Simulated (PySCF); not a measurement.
**Telling isomers of C3H3FO2 apart by NMR**

PySCF 2.14 calculation with J couplings at B3LYP/pcJ-1, shielding tensors at PBE0/pcSseg-1 (GIAO) and PBE0-D3(BJ)/def2-SVP structure; no relativistic terms, one averaged value for each set of equivalent atoms, single conformer, no solvent.

References, each an isolated molecule treated in the same way: 1H, 13C vs TMS. Multiplet labels drop J under 1 Hz and among equivalent protons, and merge close values. Unscaled 3J(H,H) run several per cent high. One-bond C–F couplings are unscaled and too large by tens of Hz. Acid and N–H amide carbonyl carbons lie up to 10 ppm further downfield in solution (hydrogen bonding). Shifts are as computed. Against solution values, carbons near 30 ppm lie about +2 ppm off and those near 130 ppm about +5 ppm. Of 1211 compounds with measured shifts, 218 miss one by over three times the rms of a fit or turn the order of signals round; such compounds aren't used in these exercises. OH and NH positions are gas-phase values without hydrogen bonding to other molecules.

(1) Tabulate the signals of `C=C(F)C(=O)O`, `O=C(O)/C=C/F`, `O=CO/C=C/F` and their relative energies.

(2) What is the quickest way to tell C=C(F)C(=O)O from O=C(O)/C=C/F?

(3) What is the quickest way to tell C=C(F)C(=O)O from O=CO/C=C/F?

(4) What is the quickest way to tell O=C(O)/C=C/F from O=CO/C=C/F?

Results:

(1) 
```json
{"SMILES": "C=C(F)C(=O)O", "carbon types": "2×C 1×CH2", "δC": "162.8, 160.6, 110.7", "δH": "5.96 (dd, 1H), 5.66 (dd, 1H), 5.61 (br s, 1H)", "E rel. (kcal/mol)": "3.5"}
{"SMILES": "O=C(O)/C=C/F", "carbon types": "1×C 2×CH", "δC": "177.3, 169.0, 107.9", "δH": "7.85 (dd, 1H), 5.78 (dd, 1H), 5.54 (br s, 1H)", "E rel. (kcal/mol)": "0.0"}
{"SMILES": "O=CO/C=C/F", "carbon types": "3×CH", "δC": "161.2, 158.0, 137.2", "δH": "8.77 (dd, 1H), 7.86 (d, 1H), 6.86 (dd, 1H)", "E rel. (kcal/mol)": "21.5"}
```

Energies are electronic energies at PBE0/pcSseg-1 on these geometries, without zero-point or thermal terms, each for the one conformer computed, which needn't be the lowest.

(2) Both give the same number of carbon signals, but DEPT or the intensities differ. The first has a β carbon of a C=C–C=O unit (CH2) at 110.7 ppm, the second a β carbon of a C=C–C=O unit (CH) at 177.3 ppm. Their most deshielded carbons lie at 162.8 and 177.3 ppm. In the proton spectra the most deshielded non-exchanging signals are 5.96 (dd, J = 35.8, 2.1 Hz, 1H) and 7.85 (dd, J = 85.9, 12.6 Hz, 1H).

(3) Both give the same number of carbon signals, but DEPT or the intensities differ. The first has a carboxylic acid carbon (C) at 162.8 ppm, the second an ester carbonyl carbon (CH) at 161.2 ppm. In the proton spectra the most deshielded non-exchanging signals are 5.96 (dd, J = 35.8, 2.1 Hz, 1H) and 8.77 (dd, J = 88.1, 11.7 Hz, 1H).

(4) Both give the same number of carbon signals, but DEPT or the intensities differ. The first has a carboxylic acid carbon (C) at 169.0 ppm, the second an alkene carbon bearing oxygen (CH) at 137.2 ppm. Their most deshielded carbons lie at 177.3 and 161.2 ppm. In the proton spectra the most deshielded non-exchanging signals are 7.85 (dd, J = 85.9, 12.6 Hz, 1H) and 8.77 (dd, J = 88.1, 11.7 Hz, 1H).
